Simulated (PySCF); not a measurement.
A made-up structure of CH4AlB, singlet:

B1  (-0.466, -0.809, -1.099)
C2  (-1.007, 0.050, -0.206)
Al3  (0.645, 0.460, 0.731)
H4  (0.141, -1.528, -1.804)
H5  (-1.895, 0.543, 0.151)
H6  (-1.098, -1.607, -1.634)
H7  (2.010, -0.213, 0.285)
(Å)

It is relaxed with PBE-D4/def2-SVP and then PBE0-D4/def2-TZVP (PySCF 2.14 with density fitting (its default auxiliary sets; JK sets also for MP2 and CCSD(T))). Atoms count as bonded within 1.22 times the sum of their covalent radii (H–H: 0.88 Å). The end point is not checked to be a true minimum.

(1) Does its bonding change? (A judgement: the text doesn't fix the answer.)

## Answers

(1) The calculation gives: Yes. Formed: Al3–H4; broken: none.

Where it ends: The first stage lowers the energy by 2.73 eV in 21 steps. It ends as CH₄AlB ([H]1[BH]2[CH][AlH]12):
| atom | x (Å) | y (Å) | z (Å) |
| --- | --- | --- | --- |
| B1 | -0.8379 | -0.9386 | -1.0302 |
| C2 | -0.9920 | 0.1465 | -0.0641 |
| Al3 | 0.8019 | -0.0408 | -0.0195 |
| H4 | 0.4068 | -1.2992 | -1.2086 |
| H5 | -1.8835 | 0.6442 | 0.2807 |
| H6 | -1.5227 | -1.6202 | -1.7306 |
| H7 | 2.3545 | 0.0024 | 0.2055 |

Labels in which every atom is bracketed show which atoms are joined, not bond orders.

For scale, one of the runs: PBE0-D4/def2-TZVP relaxation, 123 basis functions, launched by `OMP_NUM_THREADS=2 python run.py`. Hardware: 2 CPU threads of an AMD EPYC 7B13, shared host. Wall time 48 s; peak host memory 1.2 GiB.
